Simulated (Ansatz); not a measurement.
## A geometry optimisation of CH3BSi with r2SCAN-D4/def2-TZVP

The starting geometry of this gas-phase singlet was optimised with GFN2-xTB; its bonds are those of `BC=[Si]`.

```xyz
6

C    -2.1136    1.5442   -0.9128
B    -1.3269    1.6121    0.3678
Si   -1.6375    0.5028   -2.2800
H    -1.6684    2.3102    1.2516
H    -0.3494    0.9615    0.5042
H    -3.0105    2.1533   -1.0142
```

Where would you expect an optimisation with r2SCAN-D4/def2-TZVP to take it?

New bonds form, giving a structure with H5 bridging Si3 and B2, given below by its coordinates. Contacts that close: B2–Si3 (2.89 → 2.12 Å), Si3–H5 (3.10 → 1.73 Å).

The energy falls by 1.01 eV over 12 steps:

| step | E − E(last) (eV) |
| --- | --- |
| 1 | 1.005 |
| 2 | 0.885 |
| 3 | 0.683 |
| 5 | 0.238 |
| 6 | 0.078 |
| 7 | 0.029 |
| 8 | 0.010 |
| 10 | 0.002 |
| 11 | 0.000 |
| 12 | 0.000 |

Final geometry (Å):

```xyz
6

C    -2.3427    1.7035   -0.9315
B    -1.4869    1.6633    0.2359
Si   -1.1714    0.5367   -1.5342
H    -1.3600    2.1205    1.3257
H    -0.5033    0.8382    0.0362
H    -3.2420    2.2219   -1.2156
```

Frequencies at the end are all real (lowest 502 cm⁻¹). Run with Ansatz 0.2.0, 45 s on 2 threads of Intel(R) Xeon(R) Processor @ 2.50GHz (Skylake/Cascade Lake), with other jobs on the host.
